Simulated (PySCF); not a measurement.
MgSi: frontier orbitals

PBE at R = 2.566 Å; PySCF, spin-free X2C with a Gaussian nucleus, basis sets Mg jorge-DZP-DKH, Si jorge-DZP-DKH. State: ³Σ⁻ (triplet), unpaired electrons π ↑↑. Only the outer orbitals are listed, counted within each symmetry.

```
spin  orbital  occ.  ε (eV)  on Mg (%)            main shells (%)
   α       2π     1  -47.64        100                   100 Mg p
   α       2π     1  -47.64        100                   100 Mg p
   α       6σ     1  -47.63        100                   100 Mg p
   α       7σ     1  -10.83         11                    88 Si s
   α       8σ     1   -5.68         55           54 Mg s, 38 Si p
   α       3π     1   -4.22         16           84 Si p, 13 Mg p
   α       3π     1   -4.22         16           84 Si p, 13 Mg p
   α       9σ     0   -3.34         63  37 Si p, 36 Mg s, 27 Mg p
   α       4π     0   -1.23         88           87 Mg p, 11 Si p
   α       4π     0   -1.23         88           87 Mg p, 11 Si p
   β       6σ     1  -47.65        100                   100 Mg p
   β       2π     1  -47.64        100                   100 Mg p
   β       2π     1  -47.64        100                   100 Mg p
   β       7σ     1   -9.41         18           82 Si s, 11 Mg s
   β       8σ     1   -5.30         72           68 Mg s, 21 Si p
   β       9σ     0   -3.16         48  51 Si p, 34 Mg p, 13 Mg s
   β       3π     0   -2.70         38           62 Si p, 37 Mg p
   β       3π     0   -2.70         38           62 Si p, 37 Mg p
```

Question: Which are the highest filled and the lowest empty level, where do they sit, and how wide is the gap?

Answer: Highest filled α 3π at -4.22 eV (in %: 84 Si p, 13 Mg p); lowest empty α 9σ at -3.34 eV (in %: 37 Si p, 36 Mg s, 27 Mg p); the gap at PBE is 0.88 eV.

| Quantity | Value |
| --- | --- |
| bond order (Mayer) | 1.56 |
| ⟨S²⟩ | 2.070 |
| charge on Mg (Mulliken, basis-dependent) | 0.12 |
| charge on Mg (Löwdin, basis-dependent) | -0.08 |
| dipole moment (positive dipole means Mg(−)Si(+)) | -3.22 D |
| polarisability along the bond | 150.8 bohr³ |
| polarisability across the bond | 76.1 bohr³ |

The state is the lowest determinant that a PBE0 search found; another state may lie lower at other levels.
